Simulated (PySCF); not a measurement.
Gas-phase reaction: 3 CH3SiHCl2 + 2 H2CSiH2 + CCl4 ⇌ 3 (CH3)2SiCl2 + 2 SiHCl2

Energies from PySCF (xtb for GFN2), thermal terms from the rigid-rotor harmonic-oscillator model, ideal gas at 1 bar. † marks an energy on the PBE0/def2-TZVP geometry and frequencies; other levels use their own. MP2 and CCSD(T) freeze the core. 6-31G* has spherical d functions here. Open shells (unrestricted): SiHCl2 (multiplicity 2); the rest are closed-shell singlets. GFN2 has no spin-polarisation term. B3LYP is the form with VWN-RPA correlation. H2CSiH2, SiHCl2: computed as isolated molecules; such fragments, hydroxides, amides, oligomers or adducts are transient or little studied in the gas. MP2 isn't extrapolated to the basis-set limit; its ΔH°(298 K) is -811.0 kJ in def2-SVP and -831.0 kJ in def2-TZVPP. CCSD(T) isn't extrapolated to the basis-set limit. The harmonic model lacks anharmonicity and excited electronic states, which grow with temperature; levels with a mode under 35 cm⁻¹ are left out. Internal rotation in CH3SiHCl2, (CH3)2SiCl2 is treated as a harmonic vibration of one conformer, which makes the entropy rough.

| level | ΔE electronic, kJ | ΔH°(298 K), kJ | ΔS°(298 K), J/K | ΔG°(1000 K), kJ |
|---|---|---|---|---|
| B3LYP/6-31G* | -851 | -803 | -118 | -684 |
| CCSD(T)/def2-SVP† | -820 | -774 | -116 | -657 |
| GFN2-xTB | -538 | -480 | -107 | -366 |
| MP2/def2-SVP† | -857 | -811 | -116 | -695 |
| PBE/def2-TZVP† | -838 | -792 | -116 | -676 |
| PBE0/def2-QZVP† | -893 | -847 | -116 | -730 |
| ωB97M-V/def2-TZVP† | -867 | -821 | -116 | -704 |
ΔH° is lowest at PBE0/def2-QZVP† and highest at GFN2-xTB. No reference value is set beside these.
